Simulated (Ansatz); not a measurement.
# HPSi2: the cost of one run

Method: cc-pVTZ, all electrons in the functionals, frozen cores in the correlation of double hybrids and RPA; program: Ansatz 0.2.0, Gaussian basis.

Plan: PBE, r2SCAN, PBE0, B3LYP, r2SCAN0, wB97M-V, B2PLYP, RKS PBE0, RPA-PBE.

### Step 1. What is computed

The geometry is a PBE0/def2-TZVP stationary point (not a proven minimum).

4 atoms, charge 0, spin multiplicity 1.

Atoms are counted from 1 here; the program's logs count them from 0.

Bond lengths: Si1–P2 2.139 Å, P2–Si3 2.139 Å, P2–H4 1.450 Å. Angles: Si1–P2–Si3 167.4°, Si1–P2–H4 83.7°, Si3–P2–H4 83.7°.

No dispersion term is added; wB97M-V holds VV10 nonlocal correlation. B3LYP takes the VWN-RPA correlation.

### Step 2. PBE (unrestricted)

in.yaml reads:

```yaml
crystal:
  periodic: [false, false, false]
  atoms:
    - {symbol: Si, position_ang: [0.000000, 0.068696, 2.125663]}
    - {symbol: P, position_ang: [0.000000, -0.166364, 0.000000]}
    - {symbol: Si, position_ang: [0.000000, 0.068696, -2.125663]}
    - {symbol: H, position_ang: [-0.000001, 1.283999, 0.000000]}
basis:
  gaussian: {orbitals: cc-pVTZ}
magnetization: {spin_polarized: true, initial_magnetization: 0}
hamiltonian: {xc: {name: PBE}}
output: {orbitals: {seedname: orbitals}}
```

The run is started by

```console
ansatz run in.yaml --threads 1 --pin off --events-out ev --progress --plain --max-ram 4096MiB --backend cpu
```

**Question.** How long does this run take on 1 thread of AMD EPYC 7R13, shared host, and how much memory does it need?

About 38 s, with a peak of 0.29 GiB.
